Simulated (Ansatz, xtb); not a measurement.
Ranking isomers of HNSi

3 gas-phase structures of HNSi, found in a search over its isomers (lower ones may exist). Each was relaxed with GFN2-xTB:

A. `N#[SiH]`, a singlet
B. `N=[Si]`, a singlet
C. `N=[Si]`, a triplet

Q: Make a reasoned guess at their ranking by r2SCAN-D4/def2-SVP single-point energy.

A: Calculated order at r2SCAN-D4/def2-SVP: B (0.000), A (2.822), C (3.119) eV.

Energies above the lowest of each column, in eV; the last columns are at PBE-D3(BJ)/def2-SVP geometries (a dash: not run or not comparable):

```tsv
structure	GFN2-xTB	HF/STO-3G	r2SCAN-D4/def2-SVP	PBE-D3(BJ)/def2-SVP	CCSD(T)/def2-QZVPP
B	0.000	0.000	0.000	0.000	0.000
A	0.065	3.194	2.822	2.831	2.940
C	–	1.824	3.119	3.337	3.649
```

Every level run on B puts it lowest or level with the lowest. GFN2-xTB has no spin polarisation and isn't compared across spin states. Open shells are spin-unrestricted. Large T1 diagnostics make some coupled-cluster values less sure.

Programs: Ansatz 0.2.0, xtb 6.7.1.
